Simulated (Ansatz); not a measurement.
For rock-salt SnTe (cubic form, which distorts at low temperature), PBE in Ansatz (plane waves, PAW) gives:

```
Item                           Result
---------------------  --------------
lattice constant a            6.410 Å
bulk modulus                 40.0 GPa
enthalpy of formation  -0.308 eV/atom
```

### Question
What does r²SCANh (Ansatz, an electronic-structure program, PAW) give for the same quantities?

### Answer

- lattice constant a: 6.365 Å (drops by 0.7 %)
- bulk modulus: 45.3 GPa (rises by 13 %)
- formation enthalpy: -0.328 eV/atom (moves by -0.020 eV/atom)

For comparison: lattice constant a 6.316 Å (measured, room temperature, not corrected to a static lattice; as tabulated in Maiti et al. (2022), arXiv:2109.01420); bulk modulus 37.8 GPa (measured, temperature not stated, not corrected to a static lattice; as tabulated in Toher et al. (2017), arXiv:1611.05714); formation enthalpy -0.315 ± 0.004 eV/atom (measured, 298 K, copied from a table, unchecked, no zero-point or thermal correction; as tabulated in Wang et al. (2021), doi:10.1038/s41598-021-94550-5).

Changes are worked out from the printed values.

Unless a cell is named, each level is at its own relaxed cell (PBE 32.92, r²SCANh 32.24 Å³/atom).

Levels without +SOC leave out spin–orbit coupling, which shifts energies and cells of such heavy elements.

Caveats: symmetry holds this phase in the static calculation, where it need not be a minimum (PBE, r²SCANh). Ansatz's density-functional and Hartree–Fock values are scalar-relativistic unless marked +SOC, with PAW data made under PBE.
